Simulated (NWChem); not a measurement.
# [PH2]− (phosphanide) at 6 levels

Wanted: a comparison of 6 runs (HF/STO-3G, B3LYP/6-31G*, BLYP/6-31+G*, BLYP/def2-SVP, PBE0/def2-SVP, MP2/pcseg-1) of [PH2]− (phosphanide). 

The calculation is run with NWChem 7.3.0.

## (1) Starting point

The species is [PH2]− (3 atoms), meant as a singlet with charge -1. As SMILES, `[PH2-]`. Geometry: relaxed at GFN2-xTB.

Bond lengths: P1–H2 1.345 Å, P1–H3 1.345 Å. Angles: H2–P1–H3 91.0°.

## (2) Energy and forces at HF/STO-3G (run 1)

Contents of test.xyz:

```xyz
3
H2P hf
P      0.498920    -0.293580     0.245050
H      0.105590     0.990220     0.165130
H     -0.604500    -0.696650    -0.410180
```

Contents of run.py:

```python
from ase.io import read
from ase.calculators.nwchem import NWChem

atoms = read('test.xyz')

calc = NWChem(
    label='test',
    theory='scf',
    memory='2200 mb',
    basis='STO-3G',
    basispar='spherical bse',
    charge=-1,
    scf={'nopen': '0', 'rhf': None, 'thresh': '1e-08', 'maxiter': '80'},
)
atoms.calc = calc

forces = atoms.get_forces()
e = atoms.get_potential_energy()
print(f"E = {e:.6f} eV")
print("forces (eV/A):")
for s, f in zip(atoms.symbols, forces):
    print(f"{s:2s} {f[0]:10.5f} {f[1]:10.5f} {f[2]:10.5f}")
print("dipole (e A):", atoms.get_dipole_moment().round(4))
```

On the command line:

```console
$ export ASE_NWCHEM_COMMAND="nwchem PREFIX.nwi > PREFIX.nwo"
$ python run.py
```

What it wrote:

```text
E = -9191.900958 eV
forces (eV/A):
P     2.03266   -1.19705    0.99826
H    -0.53669    1.73894   -0.11045
H    -1.49597   -0.54189   -0.88785
dipole (e A): [-0.398   0.2342 -0.1955]
```

The calculator wrote test.nwi:

```
title "test"

permanent_dir test

scratch_dir test

start test

geometry units angstrom nocenter noautosym noautoz
  P  4.9891999999999997e-01 -2.9358000000000001e-01 2.4504999999999999e-01
  H  1.0559000000000000e-01 9.9021999999999999e-01 1.6513000000000000e-01
  H  -6.0450000000000004e-01 -6.9664999999999999e-01 -4.1017999999999999e-01
end

charge -1

memory 2200 mb

basis spherical bse noprint
   * library STO-3G
end

scf
  nopen 0
  rhf
  thresh 1e-08
  maxiter 80
end

task scf gradient
```

test.nwo, cut to the lines that bear on the results:

```text
[...]
      One-electron energy =   -502.690727242165
[... 1 line left out ...]
 Nuclear repulsion energy =     12.078194054227
[... 19 lines left out ...]
                       ROHF Final Molecular Orbital Analysis
[... 98 lines left out ...]
     L   x y z        total         open         nuclear
[...]
  wavefunction    =   RHF
                         RHF ENERGY GRADIENTS
    atom               coordinates                        gradient
                 x          y          z           x          y          z
   1 P       0.942822  -0.554786   0.463077   -0.039529   0.023279  -0.019413
   2 H       0.199536   1.871244   0.312050    0.010437  -0.033817   0.002148
   3 H      -1.142339  -1.316478  -0.775128    0.029092   0.010538   0.017266
[...]
```

Wall time 1.4 s (1 thread of Intel Xeon 6975P-C (Granite Rapids), shared host); peak memory 0.099 GiB.

## (3) Energy and gradient at B3LYP/6-31G(d) (Cartesian functions) (run 2)

Contents of m1.xyz:

```xyz
3
H2P
P      0.498920    -0.293580     0.245050
H      0.105590     0.990220     0.165130
H     -0.604500    -0.696650    -0.410180
```

Contents of m1.nw:

```
start m1
title "H2P"
memory 2200 mb
charge -1

geometry noautosym nocenter noautoz
  load format xyz m1.xyz
end

basis cartesian
  * library 6-31G*
end

dft
  xc b3lyp
  grid xfine
  convergence energy 1e-08
  maxiter 100
  mulliken
end

task dft gradient
```

On the command line:

```console
$ nwchem m1.nw > m1.out
```

What it wrote:

```text
[...]
          Wavefunction type:  closed shell.
          No. of atoms     :     3
          No. of electrons :    18
[...]
          Charge           :    -1
          Spin multiplicity:     1
[...]
          AO basis - number of functions:    23
[...]
              XC Information
              --------------
                         B3LYP Method XC Potential
                     Hartree-Fock (Exact) Exchange  0.200
                        Slater Exchange Functional  0.800 local
                    Becke 1988 Exchange Functional  0.720 non-local
              Lee-Yang-Parr Correlation Functional  0.810
                  VWN I RPA Correlation Functional  0.190 local
[...]
 d= 0,ls=0.0,diis     1   -342.3398612509 -3.54D+02  1.12D-01  1.49D+00     0.5
[...]
 d= 0,ls=0.0,diis     7   -342.5201170570 -6.93D-10  2.59D-07  1.46D-11     2.0
         Total DFT energy =     -342.520117056950
      One electron energy =     -502.098118979470
           Coulomb energy =      171.731085040595
    Exchange-Corr. energy =      -24.231277172303
 Nuclear repulsion energy =       12.078194054227
[...]
      Total Density - Mulliken Population Analysis
     ---------------------------------------------
    Atom       Charge   Shell Charges
 -----------   ------   -------------------------------------------------------
    1 P   15    15.85   2.00  1.99  5.97  1.19  2.34  0.65  1.69  0.03
    2 H    1     1.07   0.53  0.54
    3 H    1     1.07   0.53  0.54
[...]
  wavefunction    = closed shell
                         DFT ENERGY GRADIENTS
    atom               coordinates                        gradient
                 x          y          z           x          y          z
   1 P       0.942822  -0.554786   0.463077   -0.050281   0.029603  -0.024694
   2 H       0.199536   1.871244   0.312050    0.012133  -0.045718   0.001807
   3 H      -1.142339  -1.316478  -0.775128    0.038148   0.016116   0.022888
[...]
```

Wall time 3 s (1 thread of Intel Xeon 6975P-C (Granite Rapids), shared host); peak memory 0.11 GiB.

Runs 3 to 4 aren't shown in full; the table further down has their settings and results.

## (4) Energy and gradient at PBE0/def2-SVP (run 5)

Contents of work.nw:

```
start work
title "H2P gradient"
memory stack 880 mb heap 220 mb global 1100 mb
charge -1

geometry units angstrom noautosym nocenter noautoz
   P      0.498920    -0.293580     0.245050
   H      0.105590     0.990220     0.165130
   H     -0.604500    -0.696650    -0.410180
end

basis "ao basis" spherical bse
   P library def2-SVP
   H library def2-SVP
end

dft
   xc pbe0
   grid xfine
   convergence energy 1e-08
   iterations 100
   mulliken
end

task dft gradient
```

On the command line:

```console
$ nwchem work.nw > work.out
```

What it wrote:

```text
[...]
          Wavefunction type:  closed shell.
          No. of atoms     :     3
          No. of electrons :    18
[...]
          Charge           :    -1
          Spin multiplicity:     1
[...]
          AO basis - number of functions:    28
[...]
              XC Information
              --------------
                         PBE0 Method XC Functional
                     Hartree-Fock (Exact) Exchange  0.250
          PerdewBurkeErnzerhof Exchange Functional  0.750
            Perdew 1991 LDA Correlation Functional  1.000 local
           PerdewBurkeErnz. Correlation Functional  1.000 non-local
[...]
 d= 0,ls=0.0,diis     1   -342.1172531330 -3.54D+02  8.36D-02  1.44D+00     0.4
[...]
 d= 0,ls=0.0,diis     7   -342.2684009130 -7.84D-10  2.30D-07  3.86D-12     2.0
         Total DFT energy =     -342.268400913015
      One electron energy =     -502.274847416674
           Coulomb energy =      172.027200325175
    Exchange-Corr. energy =      -24.098947875743
 Nuclear repulsion energy =       12.078194054227
[...]
      Total Density - Mulliken Population Analysis
     ---------------------------------------------
    Atom       Charge   Shell Charges
 -----------   ------   -------------------------------------------------------
    1 P   15    15.68   2.00  1.98  1.07  0.76  5.93  1.45  2.44  0.06
    2 H    1     1.16   0.75  0.39  0.02
    3 H    1     1.16   0.75  0.39  0.02
[...]
  wavefunction    = closed shell
                         DFT ENERGY GRADIENTS
    atom               coordinates                        gradient
                 x          y          z           x          y          z
   1 P       0.942822  -0.554786   0.463077   -0.053039   0.031226  -0.026049
   2 H       0.199536   1.871244   0.312050    0.013461  -0.046651   0.002443
   3 H      -1.142339  -1.316478  -0.775128    0.039578   0.015425   0.023606
[...]
```

Wall time 3 s (1 thread of Intel Xeon 6975P-C (Granite Rapids), shared host); peak memory 0.12 GiB.

## (5) Energy and gradient at MP2/pcseg-1 (run 6)

Contents of h2p.nw:

```
start h2p
memory total 2200 mb
charge -1

geometry noautosym nocenter noautoz
   P        0.498920      -0.293580       0.245050
   H        0.105590       0.990220       0.165130
   H       -0.604500      -0.696650      -0.410180
end

basis spherical bse
   * library pcseg-1
end

scf
   thresh 1e-08
   maxiter 80
end

mp2
   freeze core 5
   tight
end

task mp2 gradient
```

On the command line:

```console
$ nwchem h2p.nw > h2p.out
```

What it wrote:

```text
[...]
  functions       =    28
[...]
  wavefunction    = RHF
[...]
         Total SCF energy =   -341.833921973028
      One-electron energy =   -501.761761510287
      Two-electron energy =    147.849645483031
 Nuclear repulsion energy =     12.078194054227
        Time for solution =      0.9s
[...]
          Total MP2 energy          -341.955703451842
[...]
                         mp2 ENERGY GRADIENTS
    atom               coordinates                        gradient
                 x          y          z           x          y          z
   1 P       0.942822  -0.554786   0.463077   -0.045397   0.026729  -0.022296
   2 H       0.199536   1.871244   0.312050    0.010363  -0.042687   0.001152
   3 H      -1.142339  -1.316478  -0.775128    0.035035   0.015957   0.021144
[...]
```

Run time: 2.9 s. Hardware: 1 thread of Intel Xeon 6975P-C (Granite Rapids), shared host; peak memory 0.097 GiB.

## (6) Overview of the runs

```csv
run,level,Cartesian functions,iteration cap,energy (Eh),HOMO energy (eV),LUMO energy (eV),HOMO–LUMO gap (eV),wall time
1,HF/STO-3G,no,80,-337.796132,5.77,24.87,19.10,1.4 s
2,B3LYP/6-31G* (Cartesian functions),yes,100,-342.520117,2.17,8.10,5.93,3 s
3,BLYP/6-31+G* (spherical functions),no,100,-342.505913,1.80,4.10,2.30,6.3 s
4,BLYP/def2-SVP,no,100,-342.384021,3.73,8.09,4.37,3 s
5,PBE0/def2-SVP,no,100,-342.268401,2.29,8.78,6.49,3 s
6,MP2/pcseg-1,no,80,-341.955703,-0.77,10.44,11.21,2.9 s
```

## (7) What came out

| quantity | value |
| --- | --- |
| run 6: total energy | -341.95570 Eh |
| run 6: HOMO energy (Hartree–Fock orbitals) | -0.77 eV |
| run 6: LUMO energy (Hartree–Fock orbitals) | 10.44 eV |
| run 6: HOMO–LUMO gap (to an unbound level, set by the basis) | 11.21 eV |
| run 6: correlation energy (5 core orbitals frozen) | -121.8 mEh |
| run 6: largest force on an atom | 2.942 eV/Å |

Over runs 1, 2, 3, 4, 5 the HOMO–LUMO gap runs from 2.30 eV (BLYP/6-31+G*) to 19.10 eV (HF/STO-3G). The two ends differ in method and basis. The empty levels of an anion lie above zero and hang on the basis. Totals of different functionals can't be ranked against each other. In runs 1, 2, 3, 4, 5 the HOMO lies above zero, so the outermost electron may be held by the basis alone. In run 1 the basis is minimal, so the values are rough. All runs together took 20 s, the longest 6.3 s.
